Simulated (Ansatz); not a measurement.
# C2H2O2S: one species, many methods

An exercise on one series of results from a longer session: the logs are not shown, and one member is left open.

Computed with Ansatz 0.2.0, Gaussian basis. Level: functionals in def2-TZVPP, the program's frozen cores in correlated methods.

Levels to be run: LDA (SPW92), PBE-D4, revPBE-D4, BLYP-D4, r2SCAN-D4, B97M-V, PBE0-D4, B3LYP-D4, r2SCANh-D4, r2SCAN0-D4, HSE06-D4, BHLYP-D4, CAM-B3LYP-D4, LC-ωPBE, ωB97X-V, ωB97M-V, B2PLYP, PBE-QIDH; CCSD(T)/def2-SVP; CCSD(T)/def2-TZVPP; MP2/def2-QZVPP; extrapolation to the limit; RPA on PBE.

### Structure used throughout

An earlier PBE0-D4 in a triple-zeta def2 set relaxation fixed the geometry.

7 atoms, charge 0, spin multiplicity 1.

Atoms are counted from 1 here; the program's logs count them from 0.

Bond lengths: O1–C2 1.186 Å, C2–O3 1.369 Å, C2–H6 1.097 Å, O3–C4 1.358 Å, C4–S5 1.598 Å, C4–H7 1.088 Å. Angles: O1–C2–O3 125.8°, O1–C2–H6 126.2°, O3–C2–H6 108.0°, C2–O3–C4 118.2°, O3–C4–S5 122.0°, O3–C4–H7 112.9°, S5–C4–H7 125.1°.

Set-up of the first run:

The input, in.yaml:

```yaml
crystal:
  periodic: [false, false, false]
  atoms:
    - {symbol: O, position_ang: [-0.490072, -1.492296, 0.808063]}
    - {symbol: C, position_ang: [0.476068, -0.804079, 0.792091]}
    - {symbol: O, position_ang: [0.634257, 0.337261, 0.053100]}
    - {symbol: C, position_ang: [-0.394558, 0.736006, -0.738706]}
    - {symbol: S, position_ang: [-0.308357, 2.052288, -1.640083]}
    - {symbol: H, position_ang: [1.397848, -0.967530, 1.363817]}
    - {symbol: H, position_ang: [-1.253887, 0.070449, -0.683982]}
basis:
  gaussian: {orbitals: def2-TZVPP}
hamiltonian: {xc: lda}
output: {orbitals: {seedname: orbitals}}
```

The run is started by

```console
> ansatz run in.yaml --threads 2 --pin off --events-out ev --progress --plain --max-ram 4352MiB
```

Steps of the session up to this table: LDA; PBE-D4 (GGA); revPBE-D4 (GGA); BLYP-D4 (GGA); r2SCAN-D4 (meta-GGA); B97M-V (meta-GGA); B3LYP-D4 (hybrid); r2SCANh-D4 (hybrid); r2SCAN0-D4 (hybrid); HSE06-D4 (hybrid); BHLYP-D4 (hybrid); CAM-B3LYP-D4 (range-separated); LC-ωPBE (range-separated); ωB97X-V (range-separated); ωB97M-V (range-separated); B2PLYP (double hybrid); PBE-QIDH (double hybrid).

One table of the session follows, with a row left open; its other results are not shown here.

It belongs to the step «Orbital energies across the functionals». 

```
  functional  HOMO (eV)  LUMO (eV)  gap (eV)
 LDA (SPW92)      -6.05      -3.76      2.28
      PBE-D4      -5.90      -3.51      2.38
   revPBE-D4      -5.84      -3.42      2.42
     BLYP-D4      -5.74      -3.37      2.37
   r2SCAN-D4          ?          ?         ?
      B97M-V      -6.19      -3.29      2.91
     PBE0-D4      -7.15      -2.56      4.59
    B3LYP-D4      -6.90      -2.78      4.13
  r2SCANh-D4      -6.61      -3.04      3.57
  r2SCAN0-D4      -7.31      -2.49      4.82
    HSE06-D4      -6.75      -2.94      3.80
    BHLYP-D4      -8.26      -1.45      6.80
CAM-B3LYP-D4      -8.49      -1.41      7.08
     LC-ωPBE      -9.89      -0.29      9.60
     ωB97X-V      -9.51      -0.32      9.19
     ωB97M-V      -9.34      -0.35      8.99
```

Q: Estimate the row for r2SCAN-D4 from the others.

Worked estimate for «HOMO (eV)». Against the share of exact exchange, r2SCANh-D4 (0.1, -6.61), r2SCAN0-D4 (0.25, -7.31) give a slope of -4.67 per unit share; at 0 the line stands at -6.14.

The run gave: HOMO (eV): -6.15; LUMO (eV): -3.40; gap (eV): 2.75. In «HOMO (eV)» the line misses by +0.01.
